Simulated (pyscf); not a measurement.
**Four-centre exchange: AsH₃ + H₂O -> AsH₃ + H₂O**

Gas phase, singlet surface, charge 0. Bonds broken: As1–H6, H2–O5. Bonds formed: As1–H2, O5–H6. Optimised with ωB97X-D3(BJ)/def2-SVP in PySCF. Correlated levels are frozen-core, on RHF or UHF. ΔMP2 is the change of the MP2 total energy from the triple- to the quadruple-zeta basis.

Transition state (Å):

```xyz
7

As    -1.7409    -0.7846     0.4073
H     -0.0984     0.7397     0.4039
H     -1.1515    -1.9209    -0.4223
H     -2.6562    -0.3277    -0.7222
O      0.3717     1.0505    -0.4903
H     -0.4159     0.4297    -0.8817
H      1.1567     0.4684    -0.5438
```

One imaginary mode, 1225i cm⁻¹; descent along it reached the two sides named.

```tsv
bond	change	reactant side (Å)	saddle	product side
As1–H6	breaks	1.517	2.212	3.9
H2–O5	breaks	0.965	1.057	2.470
As1–H2	forms	4.0	2.241	1.518
O5–H6	forms	2.456	1.077	0.965
```

Electronic energies relative to the separated reactants (kJ/mol):

| level | barrier | reaction energy | reverse barrier |
|---|---|---|---|
| ωB97X-D3(BJ)/def2-TZVP | 224.7 | 0.0 | 224.7 |
| PBE/def2-TZVP | 183.2 | 0.0 | 183.2 |
| r²SCAN/def2-TZVP | 201.2 | 0.0 | 201.2 |
| B3LYP-D3(BJ)/def2-TZVP | 210.4 | 0.0 | 210.4 |
| PBE0-D3(BJ)/def2-TZVP | 199.1 | 0.0 | 199.1 |
| M06-2X/def2-TZVP | 211.1 | 0.0 | 211.1 |
| ωB97M-D3(BJ)/def2-TZVP | 214.8 | 0.0 | 214.8 |
| HF/def2-TZVP | 290.3 | 0.0 | 290.3 |
| MP2/def2-QZVPP | 216.2 | 0.0 | 216.2 |
| CCSD/def2-TZVPP | 240.4 | 0.0 | 240.4 |
| CCSD(T)/def2-TZVPP | 228.1 | 0.0 | 228.1 |
| CCSD(T)/def2-TZVPP + ΔMP2(QZVPP) | 225.5 | 0.0 | 225.5 |

With CCSD(T)/def2-TZVPP + ΔMP2(QZVPP) energies and thermal terms (ideal gas, 1 atm, RRHO with modes under 100 cm⁻¹ raised to 100, one conformer, R ln 2 for rigid chiral ones), in kJ/mol:

```csv
T (K),ΔH‡,ΔG‡,ΔH,ΔG
298,222.8,256.9,0.0,0.0
600,223.4,291.3,0.0,0.0
900,225.5,324.8,0.0,0.0
1200,228.3,357.4,0.0,0.0
```

This is the saddle that the search found; another between the same sides may lie lower. The CCSD(T) − MP2 part came from Ansatz, without density fitting, on the same reference. The frozen core leaves the outer d or s,p core shells of the metals and heavy elements correlated in the MP2 and CC values, and def2-TZVPP describes them poorly, which can shift differences by a few kcal/mol. Elements up to Kr have no core potential and no relativistic terms here.
